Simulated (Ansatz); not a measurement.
Born–Oppenheimer molecular dynamics of CH4AlO (7 atoms, charge -1, multiplicity 1). It starts from a relaxed structure.

Level of theory: Ansatz, RKS PBE0/STO-3G.

| Property | Result |
| --- | --- |
| ensemble | NVE (velocity Verlet) |
| time step | 0.5 fs |
| steps asked | 150 |
| starting velocities drawn for | 400 K |
| seed | 765308 |

Frames 0.5 fs apart, positions in Å.

Velocities at 65.0 fs (Å/ps):

```
C -1.53 1.54 -1.73
Al 0.66 3.48 0.15
O 0.76 -3.34 0.50
H 6.26 -0.45 16.93
H -21.09 -23.51 -4.49
H -0.66 -31.84 -1.99
H 3.96 -2.56 -1.75
```

```xyz
7
Properties=species:S:1:pos:R:3 time_fs=65.0 energy_less_start_eV=0.103 T=243
C -1.206 0.326 -0.555
Al 0.311 0.124 0.267
O 1.329 -1.292 0.037
H -1.513 -0.178 -1.473
H -1.844 1.220 -0.291
H 0.829 1.030 1.370
H 2.111 -1.131 0.637
7
Properties=species:S:1:pos:R:3 time_fs=65.5 energy_less_start_eV=0.091 T=261
C -1.207 0.327 -0.556
Al 0.311 0.126 0.268
O 1.329 -1.294 0.037
H -1.511 -0.178 -1.464
H -1.854 1.207 -0.294
H 0.829 1.014 1.370
H 2.114 -1.132 0.637
7
Properties=species:S:1:pos:R:3 time_fs=66.0 energy_less_start_eV=0.081 T=276
C -1.208 0.328 -0.556
Al 0.312 0.127 0.268
O 1.329 -1.296 0.037
H -1.509 -0.178 -1.456
H -1.863 1.192 -0.299
H 0.830 0.998 1.370
H 2.119 -1.132 0.639
7
Properties=species:S:1:pos:R:3 time_fs=66.5 energy_less_start_eV=0.074 T=286
C -1.208 0.329 -0.557
Al 0.312 0.129 0.268
O 1.329 -1.298 0.037
H -1.508 -0.179 -1.449
H -1.871 1.175 -0.305
H 0.831 0.983 1.371
H 2.126 -1.132 0.642
7
Properties=species:S:1:pos:R:3 time_fs=67.0 energy_less_start_eV=0.075 T=285
C -1.210 0.331 -0.557
Al 0.312 0.131 0.268
O 1.329 -1.300 0.037
H -1.509 -0.181 -1.443
H -1.878 1.157 -0.312
H 0.833 0.969 1.374
H 2.133 -1.131 0.646
7
Properties=species:S:1:pos:R:3 time_fs=67.5 energy_less_start_eV=0.081 T=276
C -1.210 0.333 -0.557
Al 0.313 0.132 0.268
O 1.329 -1.301 0.037
H -1.510 -0.183 -1.438
H -1.886 1.140 -0.319
H 0.836 0.956 1.379
H 2.140 -1.130 0.650
7
Properties=species:S:1:pos:R:3 time_fs=68.0 energy_less_start_eV=0.090 T=262
C -1.211 0.334 -0.558
Al 0.313 0.134 0.268
O 1.330 -1.303 0.037
H -1.513 -0.188 -1.436
H -1.894 1.123 -0.327
H 0.840 0.945 1.386
H 2.146 -1.129 0.653
7
Properties=species:S:1:pos:R:3 time_fs=68.5 energy_less_start_eV=0.098 T=250
C -1.212 0.336 -0.558
Al 0.313 0.135 0.267
O 1.330 -1.305 0.037
H -1.517 -0.193 -1.436
H -1.904 1.108 -0.335
H 0.844 0.934 1.395
H 2.151 -1.127 0.656
7
Properties=species:S:1:pos:R:3 time_fs=69.0 energy_less_start_eV=0.101 T=245
C -1.212 0.337 -0.557
Al 0.314 0.136 0.267
O 1.330 -1.306 0.037
H -1.522 -0.200 -1.437
H -1.915 1.096 -0.342
H 0.850 0.926 1.406
H 2.155 -1.126 0.658
7
Properties=species:S:1:pos:R:3 time_fs=69.5 energy_less_start_eV=0.098 T=250
C -1.212 0.339 -0.557
Al 0.314 0.138 0.267
O 1.331 -1.308 0.037
H -1.526 -0.208 -1.439
H -1.929 1.087 -0.349
H 0.857 0.918 1.418
H 2.156 -1.125 0.658
7
Properties=species:S:1:pos:R:3 time_fs=70.0 energy_less_start_eV=0.090 T=263
C -1.212 0.340 -0.557
Al 0.314 0.139 0.267
O 1.331 -1.310 0.037
H -1.531 -0.216 -1.441
H -1.944 1.080 -0.355
H 0.864 0.912 1.431
H 2.154 -1.123 0.656
7
Properties=species:S:1:pos:R:3 time_fs=70.5 energy_less_start_eV=0.081 T=276
C -1.212 0.341 -0.557
Al 0.314 0.140 0.267
O 1.332 -1.311 0.037
H -1.536 -0.226 -1.443
H -1.961 1.076 -0.359
H 0.871 0.906 1.446
H 2.151 -1.122 0.654
```

Of the whole run (75 fs, mean temperature of the second half 210 K): The conserved energy stayed within 0.24 meV per atom of its start (net change 0.18 meV per atom), so the integration is sound. The temperature averaged 0.53 of the 400 K drawn at the start: a run that starts near a minimum puts about half its kinetic energy into the potential. A run of 0.075 ps of so small a system gives no equilibrium averages. Limits of this set-up: minimal basis, an anion without diffuse functions, the dipole of an ion depends on the origin.

Run time: 75 s on 1 thread of Arm Neoverse V2, with other jobs on the host, peak memory 0.071 GiB.
